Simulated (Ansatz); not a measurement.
One change: `C=CC(=O)OC` becomes `COC(=O)OC`.

Ansatz, PBE0-D4/def2-TZVP geometries, multiplicity 1. Each molecule was computed in one conformer, which needn't be the lowest.

```csv
property,`C=CC(=O)OC`
size of the dipole moment (B3LYP/def2-TZVPP) / D,1.60
zero-point energy (PBE0-D4/def2-TZVP) / kJ/mol,251.1
LUMO energy (B3LYP/def2-TZVPP) / eV,-1.59
HOMO energy (ωB97M-V/def2-TZVPP) / eV,-10.54
size of the dipole moment (PBE/def2-TZVPP) / D,1.57
LUMO energy (PBE/def2-TZVPP) / eV,-2.32
```

Task: What does the change do to each property? (Best estimate.)

Result: Ansatz gave: 
```tsv
property	`COC(=O)OC`	shift
size of the dipole moment (B3LYP/def2-TZVPP) / D	0.45	-1.15
zero-point energy (PBE0-D4/def2-TZVP) / kJ/mol	251.8	0.7
LUMO energy (B3LYP/def2-TZVPP) / eV	0.88	2.47
HOMO energy (ωB97M-V/def2-TZVPP) / eV	-10.92	-0.38
size of the dipole moment (PBE/def2-TZVPP) / D	0.49	-1.08
LUMO energy (PBE/def2-TZVPP) / eV	0.03	2.35
```

With PBE0 the HOMO falls by 0.34 eV and the LUMO rises by 2.57 eV, so the gap widens by about 2.91 eV. PBE moves the HOMO by -0.26 eV and ωB97M-V by -0.38 eV. Dipoles are sizes alone; their direction can turn.

B3LYP here is the variant with VWN-RPA as its local correlation; programs differ in this.
